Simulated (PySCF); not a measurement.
# Basis and Hamiltonian dependence of the ionisation energy of Li

Li [He] 2s1 (2S) → Li⁺ 1s2 (1S). Calculated with PySCF 2.14 from differences of total energies of unrestricted determinants, without spin-orbit coupling. Values in eV.

| basis | Hamiltonian | functions | UHF | LDA | PBE0 | CCSD(T) (valence and next inner shell) |
| --- | --- | --- | --- | --- | --- | --- |
| Sapporo-DZP-2012 | spin-free X2C | 11 | 5.342 | n/a | 5.567 | n/a |
| x2c-TZVPall | spin-free X2C | 14 | 5.342 | n/a | n/a | n/a |
| 6-31G* | non-relativistic | 14 | 5.327 | n/a | n/a | n/a |
| pcseg-2 | non-relativistic | 15 | 5.337 | 5.466 | n/a | n/a |
| aug-cc-pCVDZ | non-relativistic | 27 | 5.342 | 5.463 | 5.567 | 5.357 |
| cc-pVTZ-DK | spin-free X2C | 30 | 5.343 | 5.468 | n/a | n/a |
| ANO-RCC-VTZP | spin-free X2C | 30 | 5.342 | 5.465 | 5.567 | 5.364 |
| cc-pVTZ | non-relativistic | 30 | 5.342 | n/a | n/a | n/a |
| def2-QZVPPD | non-relativistic | 35 | 5.343 | 5.473 | 5.568 | 5.370 |
| x2c-QZVPPall | spin-free X2C | 35 | 5.343 | 5.474 | 5.569 | 5.376 |
| dyall-acv3z | spin-free X2C | 57 | 5.343 | 5.474 | 5.571 | 5.387 |
| aug-cc-pVQZ | non-relativistic | 80 | 5.343 | 5.470 | 5.568 | n/a |
| aug-cc-pVQZ-DK | spin-free X2C | 80 | 5.343 | 5.471 | 5.568 | n/a |
| aug-cc-pCVQZ | non-relativistic | 109 | 5.343 | 5.473 | 5.571 | 5.389 |

Frozen in the all-electron rows: valence: 1s2; valence and next inner shell: nothing.

Reference for a calculation without spin-orbit coupling: 5.392 eV (measured, between term centres; NIST).
